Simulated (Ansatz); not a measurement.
**Active spaces for C3H4, singlet**

Computed with Ansatz's Gaussian-basis code (development build); CASPT2, NEVPT3, NEVPT4(SD) by development code. Basis cc-pVDZ, nonrelativistic, 3 orbitals frozen in the corrections. State-specific CASSCF; RHF is the lowest restricted (open-shell) Hartree–Fock solution met. On stretched bonds single-reference methods can fail or change state. No symmetry is imposed, so a solution can break that of the shape. No proof that the lowest CASSCF solution was found.

Geometry:

```xyz
7

C     0.0000    0.0000    0.0000
C     0.0000    0.0000    1.3112
C     0.0000    0.0000   -1.3112
H     0.3547    0.8562    1.8766
H    -0.3547   -0.8562    1.8766
H     0.3547   -0.8562   -1.8766
H    -0.3547    0.8562   -1.8766
```

Problem. What do CASSCF and its corrections give against RHF in CAS(4,4), and what are the occupations?

Solution. CASSCF -1.513 eV, SC-NEVPT2 -10.905 eV, FIC-NEVPT2 -10.918 eV, NEVPT3 -11.693 eV, NEVPT4(SD) -12.046 eV, CASPT2 (IPEA 0) -10.938 eV; occupations 1.93, 1.89, 0.11, 0.07. The MRCI reference weight is 0.892.

Problem. How do single-reference totals in the same basis and frozen core stand against SC-NEVPT2 in CAS(4,4)?

Solution. CCSD(T) -1.252 eV. Coupled cluster stands on the determinant that it favours, which can lie over the RHF solution above, and is in doubt where the occupations are far from 0, 1 and 2.
